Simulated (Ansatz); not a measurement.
in.yaml

```yaml
crystal:
  periodic: [false, false, false]
  atoms:
    - {symbol: Si, position_ang: [0.000000, 0.000000, 0.000000]}
    - {symbol: H, position_ang: [0.000000, 0.000000, 2.157000]}
basis:
  gaussian: {orbitals: aug-cc-pVDZ, point_charges: [{charge: -1.00, position_ang: [4.488, 0.495, 0.255]}]}
total_charge: -1
magnetization: {spin_polarized: false, initial_magnetization: 2}
correlation: {method: fic_mrcisd_q_relaxed, electrons: outside_noble_gas, active_space: {window: {electrons: 4, orbitals: 7}}}
```

```sh
$ ansatz run in.yaml --threads 1 --pin off --events-out ev --progress --plain --max-ram 2393MiB
```

Output:

```
363 factors; integrals over basis functions are off by at most 1.1e-3 eV
mean field evaluation 1: about -7869.7930 eV, gradient 1.3e1 eV
mean field evaluation 2: about -7869.7932 eV, gradient 1.3e1 eV
mean field evaluation 4: about -7872.4434 eV, gradient 2.5e0 eV
mean field evaluation 8: about -7872.5371 eV, gradient 1.5e-2 eV
mean field evaluation 16: about -7871.2601 eV, gradient 3.7e0 eV
mean field -7872.53706206 eV, -289.3104008335 hartree, gradient 9.0e-6 eV, S^2 2.000000; 2 other end points of the search recorded, 0 dependent functions left out
reference -7872.53706206 eV, -289.3104008335 hartree; 9, 7 occupied and 27, 29 virtual orbitals, 363 factors
state -7873.48099571 eV, -289.3450897552 hartree
contracted CI cycle   1: correlation -0.00000000 eV, -0.0000000000 hartree, residual 8.65e0 eV
contracted CI cycle   2: correlation -2.05726450 eV, -0.0756030761 hartree, residual 2.16e0 eV
contracted CI cycle   3: correlation -2.18649007 eV, -0.0803520279 hartree, residual 7.96e-1 eV
contracted CI cycle   4: correlation -2.20395549 eV, -0.0809938705 hartree, residual 3.63e-1 eV
contracted CI cycle   5: correlation -2.20739432 eV, -0.0811202452 hartree, residual 1.54e-1 eV
contracted CI cycle   6: correlation -2.20805296 eV, -0.0811444497 hartree, residual 7.44e-2 eV
contracted CI cycle   7: correlation -2.20820741 eV, -0.0811501257 hartree, residual 3.75e-2 eV
contracted CI cycle   8: correlation -2.20825137 eV, -0.0811517411 hartree, residual 1.88e-2 eV
contracted CI cycle   9: correlation -2.20826284 eV, -0.0811521625 hartree, residual 9.29e-3 eV
contracted CI cycle  10: correlation -2.20826536 eV, -0.0811522550 hartree, residual 3.97e-3 eV
contracted CI cycle  11: correlation -2.20826581 eV, -0.0811522715 hartree, residual 1.87e-3 eV
contracted CI cycle  12: correlation -2.20826591 eV, -0.0811522755 hartree, residual 9.00e-4 eV
state -7873.48099571 eV, -289.3450897552 hartree; corrected -7875.86426474 eV, -289.4326732768 hartree
Total energy: -7875.86426474 eV, -289.4326732768 hartree
```

Ran on 1 thread of Arm Neoverse V1, shared host: 2.2 s wall, 0.16 GiB peak host memory.
